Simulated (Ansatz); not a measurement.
The same path of AlClH2 (4 atoms, charge 0, multiplicity 1) was run 3 times with different band settings. Lost on the way: Al1–Cl2, Al1–H3. Made: Cl2–H3.

Level of theory: RKS PBE0-D4/def2-SVP in Ansatz 0.2.0.

Relaxed end points:

```xyz
4
Properties=species:S:1:pos:R:3
Al 0.460 0.000 0.121
Cl 0.819 0.000 2.196
H 1.715 0.000 -0.837
H -1.046 0.000 -0.356
```

```xyz
4
Properties=species:S:1:pos:R:3
Al -0.422 0.000 -1.024
Cl 1.369 0.000 1.259
H 2.500 0.000 0.640
H -1.500 0.000 0.249
```

Common settings: movable images 7; climbing image yes; optimiser quadratic models (default); force threshold 0.05 eV/Å; iteration limit 60; end points relaxed.

| run | spring | start path |
| --- | --- | --- |
| 1 | 5.0 eV/Å² | through a guess of the saddle point |
| 2 | 5.0 eV/Å² | straight line |
| 3 | 2.0 to 10.0 eV/Å², energy-weighted | through a guess of the saddle point |

(1) What does each run give, and how far can it be trusted?

## Answers

(1) Run 1: converged after 10 iterations, highest image 3.066 eV above the first end. Neighbouring images differ by up to 1.3 eV, so the band resolves the path poorly. A vibrational analysis at the climbing image gives one clearly imaginary mode, 804i cm⁻¹: a first-order saddle point.
Run 2: converged after 8 iterations, highest image 3.066 eV above the first end. Neighbouring images differ by up to 1.3 eV, so the band resolves the path poorly. Another band between the same ends (7 images) ends at a top of the same energy, where a vibrational analysis finds 1 clearly imaginary mode.
Run 3: converged after 10 iterations, highest image 3.066 eV above the first end. Neighbouring images differ by up to 2.0 eV, so the band resolves the path poorly. Another band between the same ends (7 images) ends at a top of the same energy, where a vibrational analysis finds 1 clearly imaginary mode.
The orbitals stay closed-shell, which can raise the energy where a bond breaks towards radicals; this wasn't checked here.
